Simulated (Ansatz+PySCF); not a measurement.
A calculation with Ansatz (development build ahead of 0.2.0).

```yaml
crystal:
  periodic: [false, false, false]
  atoms:
    - { symbol: O, position_ang: [0.0, 0.0, -0.89121] }
    - { symbol: O, position_ang: [0.0, 0.0, 0.89121] }
    - { symbol: Li, position_ang: [30.0, 0.0, -0.87881] }
    - { symbol: H, position_ang: [30.0, 0.0, 2.63644] }
basis:
  gaussian: { orbitals: "6-31G" }
magnetization:
  spin_polarized: true
  initial_magnetization: 2
hamiltonian:
  xc: hf
correlation:
  method: mp2
  frozen_orbitals: { H: 0, Li: 0, O: 1 }
scf:
  omitted_lower_state_checks: [starts, atomic_configurations, cluster_reference, orbital_swaps, given_window_search, neighbouring_geometries, increment]
```

The input is written out in the form of the current development build from the run's settings.

The run gave:

| Property | Result |
| --- | --- |
| Converged | yes |
| Reference energy | -157.43658 hartree |
| Correlation energy | -0.11011 hartree |
| Total energy | -157.54668 hartree |
| Spin squared of the determinant | 4.015 |
| Stability test | minimum |

This is not the lowest solution: another run reaches a determinant 0.87 eV lower. Caution: large amplitudes, a single reference is doubtful; the unrestricted determinant is a mixture of spin states.
